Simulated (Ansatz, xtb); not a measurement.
**A geometry optimisation of HOSi2+ with r2SCAN-D4/def2-SVP**

The starting geometry of this gas-phase singlet has its atoms placed at random.

```yaml
atoms:
  - { symbol: O, position_ang: [0.9874, -0.7778, -1.0971] }
  - { symbol: Si, position_ang: [-0.9337, -0.1362, -0.6931] }
  - { symbol: Si, position_ang: [-0.0765, 0.1069, 1.6065] }
  - { symbol: H, position_ang: [0.1351, -1.0863, 0.9922] }
```

Task: Guess where an optimisation with r2SCAN-D4/def2-SVP ends from this start.

Result: It ends as a structure given below by its coordinates. Distances that change by over a tenth: Si3–H4 (1.36 → 1.52 Å). Contacts that open: Si2–Si3 (2.47 → 3.37 Å). Contacts that close: O1–Si2 (2.07 → 1.58 Å), O1–Si3 (3.04 → 1.79 Å).

The energy falls by 6.38 eV over 15 steps:

```
step  E − E(last) (eV)
   1             6.376
   3             2.766
   4             2.617
   6             2.243
   7             1.722
   9             0.614
  10             0.294
  12             0.021
  13             0.000
  15             0.000
```

Final geometry (Å):

```tsv
atom	x (Å)	y (Å)	z (Å)
O	-0.0854	-0.2234	-0.3380
Si	-0.5694	-0.1934	-1.8434
Si	0.5137	-0.0036	1.3394
H	0.2533	-1.4730	1.6506
```

From the same start GFN2-xTB ends elsewhere, differing in O1–Si3 (3.77 against 1.79 Å here), Si2–Si3 (2.30 against 3.37 Å here).

From so rough a start the end depends on the optimiser's path, so another program may land elsewhere. The end wasn't checked by frequencies. Run with Ansatz 0.2.0, 15 s on 2 threads of Arm Neoverse V2, with other jobs on the host.
